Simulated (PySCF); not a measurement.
CF₄. Atoms are numbered in the order given.

```xyz
5

F      0.7639    -0.7639     0.7639
C      0.0000     0.0000     0.0000
F     -0.7639    -0.7639    -0.7639
F     -0.7639     0.7639     0.7639
F      0.7639     0.7639    -0.7639
```
Charge 0, spin multiplicity 1.

Geometry: B3LYP-D3(BJ)/def2-SVP.

These are CAM-B3LYP/def2-TZVPD (PySCF) values and carry that method's errors.

ESP charges are fitted to the potential on shells at 1.4 to 2.0 van der Waals radii. Atomic charges (e):

| atom | ESP fit | meta-Löwdin |
|---|---|---|
| F1 | (withheld) | -0.25 |
| C2 | (withheld) | 1.02 |
| F3 | (withheld) | -0.25 |
| F4 | (withheld) | -0.25 |
| F5 | (withheld) | -0.25 |

Question: What belongs in the gaps? (The exact figures need the calculation; the answer reports its results.)

Answer: 
- F1, ESP fit: -0.15
- C2, ESP fit: 0.62
- F3, ESP fit: -0.15
- F4, ESP fit: -0.15
- F5, ESP fit: -0.15
